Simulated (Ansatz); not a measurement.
A made-up structure of CH₆N (charge +1), singlet:

C1  (0.219, -0.285, 0.644)
N2  (-0.225, 0.293, -0.663)
H3  (-0.052, -0.395, -1.396)
H4  (-1.221, 0.505, -0.602)
H5  (0.310, 1.143, -0.840)
H6  (0.060, 0.395, 1.442)
H7  (1.251, -0.524, 0.632)
H8  (-0.310, -1.174, 0.875)
(Å)

It is relaxed with PBE-D4/def2-SVP and then PBE0-D4/def2-TZVP (Ansatz 0.2.0). Atoms count as bonded within 1.22 times the sum of their covalent radii (H–H: 0.88 Å). The end point is not checked to be a true minimum.

Does its bonding change? (Judge from chemistry; the calculation decides.)

Computed: No: no bond forms or breaks.

Where it ends: The first stage lowers the energy by 0.19 eV in 3 steps. It ends as CH₆N ([CH3][NH3]), total charge +1:
| atom | x (Å) | y (Å) | z (Å) |
| --- | --- | --- | --- |
| C1 | 0.2291 | -0.2981 | 0.6750 |
| N2 | -0.2149 | 0.2796 | -0.6331 |
| H3 | -0.0615 | -0.3762 | -1.4025 |
| H4 | -1.2110 | 0.5102 | -0.6210 |
| H5 | 0.2955 | 1.1373 | -0.8554 |
| H6 | 0.0451 | 0.4357 | 1.4562 |
| H7 | 1.2906 | -0.5247 | 0.6094 |
| H8 | -0.3417 | -1.2043 | 0.8633 |

Labels in which every atom is bracketed show which atoms are joined, not bond orders.

For scale, one of the runs: PBE0-D4/def2-TZVP relaxation, 98 basis functions, launched by `ansatz run in.yaml --threads 2 --pin off --events-out ev --progress --plain --max-ram 4352MiB`. The run took about 5.5 s on 2 CPU threads of an Arm Neoverse V1 (shared host).
